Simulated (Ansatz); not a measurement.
# BHO (singlet): the correlation ladder at distance B1–O2 = 1.027 Å, 6-31G

How much of the correlation energy of BHO (singlet) does each wave-function method recover here?

Program: Ansatz 0.2.0, Gaussian basis. Level of theory: 6-31G, core rule «outside noble gas», up to 2 orbitals frozen. These are calculated values, not measurements.

To be run: UHF; CCSD(T) on RHF; BCCD(T) on RHF; CISD; CCSDT(Q) on RHF; CISDTQ; CCSDTQ on RHF; CASSCF and MRCISD+Q, 2 electrons in 2 orbitals; CASSCF and NEVPT2, 2 electrons in 2 orbitals; CASSCF and MRCISD+Q, 10 electrons in 9 orbitals; CASSCF and NEVPT2, 10 electrons in 9 orbitals; Full CI.

24 further runs of the same task are left out: 8 for a known fault of the program, 12 that didn't finish, 4 set aside as unsound or not needed.

### 1 The geometry

The geometry derives from a PBE0/def2-TZVP stationary point (not a proven minimum). One bond is set to the value named and the two fragments are kept rigid.

3 atoms, charge 0, spin multiplicity 1.

Atoms are counted from 1 here; the program's logs count them from 0.

Bond lengths: B1–O2 1.027 Å, O2–H3 0.952 Å. Angles: B1–O2–H3 180.0°.

### 2 UHF

in.yaml reads:

```yaml
crystal:
  periodic: [false, false, false]
  atoms:
    - {symbol: B, position_ang: [0.000000, 0.000000, 1.002078]}
    - {symbol: O, position_ang: [0.000000, 0.000000, -0.024922]}
    - {symbol: H, position_ang: [0.000000, 0.000000, -0.977157]}
basis:
  gaussian: {orbitals: 6-31G}
magnetization: {spin_polarized: true, initial_magnetization: 0}
hamiltonian: {xc: hf}
output: {orbitals: {seedname: orbitals}}
```

Launch:

```console
ansatz run in.yaml --threads 1 --pin off --events-out ev --progress --plain --max-ram 2393MiB
```

The runs that follow: CCSD(T) on RHF; BCCD(T) on RHF; CISD; CCSDT(Q) on RHF; CISDTQ; CCSDTQ on RHF; CASSCF and MRCISD+Q, 2 electrons in 2 orbitals; CASSCF and NEVPT2, 2 electrons in 2 orbitals; CASSCF and MRCISD+Q, 10 electrons in 9 orbitals; CASSCF and NEVPT2, 10 electrons in 9 orbitals; Full CI.

Before running them: what should the planned runs give, taken together? Wanted: FCI below the RHF energy; RMP2 from FCI; RCCSD from FCI; RCCSD(T) from FCI; RCCSDT(Q) from FCI; NEVPT2 pair from FCI; MRCISD+Q pair from FCI; NEVPT2 valence from FCI; T1 diagnostic.

**Answer**, as computed:

| quantity | value |
| --- | --- |
| FCI below the RHF energy | -4.6451 eV |
| RMP2 from FCI | +10.98 kcal/mol |
| RCCSD from FCI | +2.64 kcal/mol |
| RCCSD(T) from FCI | +0.43 kcal/mol |
| RCCSDT(Q) from FCI | -0.01 kcal/mol |
| NEVPT2 pair from FCI | +8.89 kcal/mol |
| MRCISD+Q pair from FCI | +1.41 kcal/mol |
| NEVPT2 valence from FCI | +14.02 kcal/mol |
| levels within 1 kcal/mol (43 meV) | RCCSD(T), BCCD(T), RCCSDT, CISDTQ, RCCSDT(Q), RCCSDTQ |
| T1 diagnostic | 0.014 |
| effectively unpaired electrons | 0.05 |

What this shows: RCCSD(T) lands +0.43 kcal/mol from the yardstick (0.4 % of the correlation energy). One determinant dominates. Of the multireference levels listed MRCISD+Q pair comes nearest in total energy (+1.41 kcal/mol), which doesn't show that its space is the better one. These misses are within one basis, not against nature.
